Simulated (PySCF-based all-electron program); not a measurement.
**AlH6N, singlet: all-electron forces**

All-electron Kohn–Sham DFT on the free molecule, computed near the basis limit with an in-house program on PySCF integrals; Koelling–Harmon scalar relativity, no spin–orbit coupling, spin-restricted. Forces are good to about 0.011 eV/Å. Atoms are numbered as listed.

Shape A:

```xyz
8

Al    0.0000    0.0000    0.0000
N     0.0000    0.0000    2.0890
H     1.5912    0.0000   -0.2520
H    -0.7956    1.3780   -0.2520
H    -0.7956   -1.3780   -0.2520
H     0.4773    0.8268    2.4593
H    -0.9547    0.0000    2.4593
H     0.4773   -0.8268    2.4593
```

PBE forces:

```tsv
atom	Fx	Fy	Fz (eV/Å)
Al1	0.000	0.000	0.054
N2	0.000	0.000	-0.032
H3	-0.030	0.000	0.002
H4	0.015	-0.026	0.002
H5	0.015	0.026	0.002
H6	-0.044	-0.077	-0.010
H7	0.089	0.000	-0.010
H8	-0.044	0.077	-0.010
```

Problem. What forces does LDA give in shape A?

Solution. The forces move by 0.169 eV/Å (r.m.s. over the atoms) from PBE.

| atom | Fx | Fy | Fz (eV/Å) |
| --- | --- | --- | --- |
| Al1 | 0.000 | 0.000 | 0.336 |
| N2 | 0.000 | 0.000 | -0.333 |
| H3 | -0.069 | 0.000 | 0.028 |
| H4 | 0.034 | -0.060 | 0.028 |
| H5 | 0.034 | 0.060 | 0.028 |
| H6 | 0.021 | 0.035 | -0.029 |
| H7 | -0.041 | 0.000 | -0.029 |
| H8 | 0.021 | -0.035 | -0.029 |

Problem. What forces does PBEsol give in shape A?

Solution. The forces move by 0.103 eV/Å (r.m.s. over the atoms) from PBE.

| atom | Fx | Fy | Fz (eV/Å) |
| --- | --- | --- | --- |
| Al1 | 0.000 | 0.000 | 0.194 |
| N2 | 0.000 | 0.000 | -0.211 |
| H3 | -0.002 | 0.000 | 0.006 |
| H4 | 0.001 | -0.001 | 0.006 |
| H5 | 0.001 | 0.001 | 0.006 |
| H6 | 0.006 | 0.010 | -0.001 |
| H7 | -0.012 | 0.000 | -0.001 |
| H8 | 0.006 | -0.010 | -0.001 |

Problem. What forces does HSE06 give in shape A?

Solution. The forces move by 0.256 eV/Å (r.m.s. over the atoms) from PBE.

```tsv
atom	Fx	Fy	Fz (eV/Å)
Al1	0.000	0.000	0.175
N2	0.000	0.000	0.224
H3	-0.138	0.000	0.015
H4	0.069	-0.120	0.015
H5	0.069	0.120	0.015
H6	-0.215	-0.373	-0.148
H7	0.431	0.000	-0.148
H8	-0.215	0.373	-0.148
```

Shape B:

```tsv
atom	x (Å)	y (Å)	z (Å)
Al	0.0000	0.0000	0.0000
N	0.0000	0.0000	1.8801
H	1.5912	0.0000	-0.2520
H	-0.7956	1.3780	-0.2520
H	-0.7956	-1.3780	-0.2520
H	0.4773	0.8268	2.2504
H	-0.9547	0.0000	2.2504
H	0.4773	-0.8268	2.2504
```

Against shape A, Al1–N2 goes from 2.089 to 1.880 Å.

PBE forces:

```tsv
atom	Fx	Fy	Fz (eV/Å)
Al1	0.000	0.000	-1.884
N2	0.000	0.000	1.898
H3	0.021	0.000	-0.093
H4	-0.011	0.018	-0.093
H5	-0.011	-0.018	-0.093
H6	-0.028	-0.048	0.089
H7	0.055	0.000	0.089
H8	-0.028	0.048	0.089
```

Problem. What forces does LDA give in shape B?

Solution. The forces move by 0.221 eV/Å (r.m.s. over the atoms) from PBE.

```json
{"atom": "Al1", "Fx": "0.000", "Fy": "0.000", "Fz (eV/Å)": "-1.500"}
{"atom": "N2", "Fx": "0.000", "Fy": "0.000", "Fz (eV/Å)": "1.475"}
{"atom": "H3", "Fx": "-0.024", "Fy": "0.000", "Fz (eV/Å)": "-0.062"}
{"atom": "H4", "Fx": "0.012", "Fy": "-0.021", "Fz (eV/Å)": "-0.062"}
{"atom": "H5", "Fx": "0.012", "Fy": "0.021", "Fz (eV/Å)": "-0.062"}
{"atom": "H6", "Fx": "0.040", "Fy": "0.069", "Fz (eV/Å)": "0.070"}
{"atom": "H7", "Fx": "-0.080", "Fy": "0.000", "Fz (eV/Å)": "0.070"}
{"atom": "H8", "Fx": "0.040", "Fy": "-0.069", "Fz (eV/Å)": "0.070"}
```

Problem. What forces does PBEsol give in shape B?

Solution. The forces move by 0.118 eV/Å (r.m.s. over the atoms) from PBE.

| atom | Fx | Fy | Fz (eV/Å) |
| --- | --- | --- | --- |
| Al1 | 0.000 | 0.000 | -1.715 |
| N2 | 0.000 | 0.000 | 1.677 |
| H3 | 0.045 | 0.000 | -0.085 |
| H4 | -0.023 | 0.039 | -0.085 |
| H5 | -0.023 | -0.039 | -0.085 |
| H6 | 0.024 | 0.041 | 0.098 |
| H7 | -0.047 | 0.000 | 0.098 |
| H8 | 0.024 | -0.041 | 0.098 |

Problem. What forces does HSE06 give in shape B?

Solution. The forces move by 0.260 eV/Å (r.m.s. over the atoms) from PBE.

| atom | Fx | Fy | Fz (eV/Å) |
| --- | --- | --- | --- |
| Al1 | 0.000 | 0.000 | -1.732 |
| N2 | 0.000 | 0.000 | 2.162 |
| H3 | -0.082 | 0.000 | -0.085 |
| H4 | 0.041 | -0.071 | -0.085 |
| H5 | 0.041 | 0.071 | -0.085 |
| H6 | -0.199 | -0.344 | -0.058 |
| H7 | 0.397 | 0.000 | -0.058 |
| H8 | -0.199 | 0.344 | -0.058 |
